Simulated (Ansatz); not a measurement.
Li2F⁺: single points at one geometry.

```yaml
crystal:
  periodic: [false, false, false]
  atoms:
    - {symbol: Li, position_ang: [1.323920, 0.162179, 1.370195]}
    - {symbol: Li, position_ang: [-0.131349, -1.964866, -0.883225]}
    - {symbol: F, position_ang: [-1.192572, 1.802687, -0.486970]}
basis:
  gaussian: {orbitals: def2-TZVP, initial_orbitals: start.molden}
total_charge: 1
magnetization: {spin_polarized: true, initial_magnetization: 2}
hamiltonian: {xc: {name: LC-wPBE}}
scf: {omitted_lower_state_checks: [starts]}
output: {orbitals: {seedname: orbitals}}
```

The file start.molden holds the orbitals of an earlier run on this structure, at another level or in another basis.

```sh
$ ansatz run in.yaml --threads 2 --pin off --events-out ev --progress --plain --max-ram 4352MiB
```

It prints (some lines left out):

```
Functional definition: LC-wPBE
414 factors; their error is unknown
181 factors; integrals over basis functions are off by at most 4.1e-5 eV
mean field evaluation 1: about -3115.6061 eV, gradient 4.4e0 eV
mean field evaluation 2: about -3115.6346 eV, gradient 4.3e-2 eV
mean field evaluation 4: about -3115.6328 eV, gradient 1.3e-4 eV
mean field evaluation 8: about -3115.6328 eV, gradient 2.2e-5 eV
mean field -3115.63277537 eV, -114.4973926430 hartree, gradient 6.9e-6 eV, S^2 2.001381; 0 other end points of the search recorded, 0 dependent functions left out
reference -3115.63277538 eV, -114.4973926436 hartree; 8, 6 occupied and 51, 53 virtual orbitals, 414 factors
Total energy: -3115.63277538 eV, -114.4973926436 hartree
Checks for a lower state left out: starts
```

It took 1.1 s on 2 threads of Arm Neoverse V2 on a shared host.

First input, but with `hamiltonian: {xc: lda}` (abridged; 0.4 s):

```
Functional definition: SPW92
mean field -3092.17406914 eV, -113.6353010901 hartree, gradient 3.1e-7 eV, S^2 2.001189
Total energy: -3092.17413885 eV, -113.6353036519 hartree
Checks for a lower state left out: starts
```

First input, but with `gaussian: {orbitals: def2-TZVPP, initial_orbitals: start.molden}`, `correlation: {method: ccsd_t}`, `scf: {omitted_lower_state_checks: [starts, cluster_reference]}` and without the key `hamiltonian` (abridged; 1.1 s):

```
Functional definition: HF
mean field -3105.48943239 eV, -114.1246316642 hartree, gradient 7.9e-6 eV, S^2 2.003778
1 core orbitals not correlated: weight in the atoms' cores, before any rotation towards them, 1.000 or more for the frozen orbitals, at most 0.000 for the correlated occupied ones
second order -7.05620838 eV of doubles, -0.00000000 eV of singles
cycle   1  -7.49843568 eV  change   -4.4e-1 eV  update   3.0e-2
cycle   2  -7.60623511 eV  change   -1.1e-1 eV  update   8.3e-3
cycle   3  -7.62341688 eV  change   -1.7e-2 eV  update   3.8e-3
cycle   4  -7.62061140 eV  change    2.8e-3 eV  update   1.5e-3
cycle   5  -7.62033983 eV  change    2.7e-4 eV  update   6.0e-4
cycle   6  -7.62100120 eV  change   -6.6e-4 eV  update   2.4e-4
cycle   7  -7.62108746 eV  change   -8.6e-5 eV  update   1.3e-4
cycle   8  -7.62102353 eV  change    6.4e-5 eV  update   8.3e-5
cycle   9  -7.62100329 eV  change    2.0e-5 eV  update   4.6e-5
cycle  10  -7.62100004 eV  change    3.3e-6 eV  update   2.2e-5
cycle  11  -7.62101144 eV  change   -1.1e-5 eV  update   1.0e-5
cycle  12  -7.62101706 eV  change   -5.6e-6 eV  update   4.0e-6
perturbative correction -0.09604245 eV, -0.0035294948 hartree
Total energy: -3113.20649189 eV, -114.4082283700 hartree
Checks for a lower state left out: starts, cluster_reference
```

As the first input, with `hamiltonian: {xc: pbe, dispersion: d4}` (abridged; 0.85 s):

```
Functional definition: PBE
mean field -3113.86504290 eV, -114.4324296730 hartree, gradient 4.9e-6 eV, S^2 2.001319
Total energy: -3113.99976995 eV, -114.4373808009 hartree
Checks for a lower state left out: starts
```

As the first input, with `hamiltonian: {xc: pbe0, dispersion: d4}` and without the key `scf` (abridged; 1.2 s):

```
Functional definition: PBE0
mean field evaluation 16: about -3114.3346 eV, gradient 1.1e-3 eV
mean field evaluation 32: about -3114.3067 eV, gradient 1.1e-1 eV
mean field -3114.33463524 eV, -114.4496868734 hartree, gradient 4.7e-6 eV, S^2 2.001704; 3 other end points of the search recorded, 0 dependent functions left out
Total energy: -3114.45353462 eV, -114.4540563449 hartree
```

Geometry: PBE0-D4/def2-TZVP.

LC-ωPBE has ω = 0.4 bohr⁻¹. Correlated methods freeze 1 core orbital; core or outer-core shells of Li are correlated, in sets that lack core-valence functions. In the triplet geometry the species has come apart into loosely held pieces. At PBE0-D4/def2-TZVP a singlet of charge 1 lies 7.29 eV below the triplet, each at its own geometry. The structure comes from a short search, and lower isomers may exist.
